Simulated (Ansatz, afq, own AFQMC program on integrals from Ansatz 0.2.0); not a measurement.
H2O⁻, doublet in aug-cc-pVDZ, levels against CCSDT(Q)

```xyz
3

O     0.0000   -0.0663    0.0034
H     0.0000    0.5010    0.6996
H     0.0000    0.5511   -0.7541
```

Basis aug-cc-pVDZ. Noble-gas cores (and the filled d shells of Ga–Kr and In–Xe) are frozen. Integrals, coupled cluster, full CI and functionals: Ansatz 0.2.0; the random walks run on the same integrals in our own AFQMC program. ph-AFQMC/CISD is guided by a CISD state made of CCSD amplitudes; releasing the constraint for a short imaginary time cuts its bias at the price of noise, slowly where states lie close. Uncertainties: one standard error, sampling alone.

Determinant: UHF, the one that the program's search chose, which needn't be the lowest solution. The geometry is a point of a scan.

No full CI on the walks' own integrals is used here; CCSDT(Q) serves as the reference and is uncertain by about the last step of the cluster series.

Cautions: the ph-AFQMC/HF walk drifts between its halves (2.4 errors).

The T1 diagnostic is 0.0182 and the weight of the determinant in the CISD state is 0.931. The ⟨S²⟩ of the determinant is 0.750 and the size of the correlated space is 9 electrons in 40 orbitals.

| level | correlation energy (eV) |
| --- | --- |
| MP2 | -6.0892 |
| CCSD | -6.3105 |
| CCSD(T) | -6.4701 |

**Question.** Estimate where phaseless AFQMC with a CISD trial lies against CCSD(T) on the same integrals.

**Answer.** 0.53 ± 0.22 kcal/mol below CCSD(T).

Reference: CCSDT(Q), correlation energy -6.492 eV. The released energy is read at 2.40 1/Eh (meV from the phaseless value at times in 1/Eh: 1 ± 10 at 0.24, 12 ± 9 at 0.51, 5 ± 10 at 0.99, -12 ± 12 at 1.62, 3 ± 12 at 2.40).

```json
{"level": "CCSD(T)", "E − E(reference) (kcal/mol)": "0.49", "share of correlation (%)": "99.67"}
{"level": "CCSDT", "E − E(reference) (kcal/mol)": "0.32", "share of correlation (%)": "99.79"}
{"level": "ph-AFQMC/HF", "E − E(reference) (kcal/mol)": "-1.48 ± 1.60", "share of correlation (%)": "100.99"}
{"level": "ph-AFQMC/CISD", "E − E(reference) (kcal/mol)": "-0.04 ± 0.22", "share of correlation (%)": "100.03"}
{"level": "released AFQMC", "E − E(reference) (kcal/mol)": "0.02 ± 0.28", "share of correlation (%)": "99.98"}
```

A walk keeps the symmetry of its determinant, which the program's search chose and which needn't be the lowest solution, so a lower state of the same spin and another symmetry isn't excluded. Released energies are given only where the last usable release times agree within the noise; a slower fall can still hide under it.
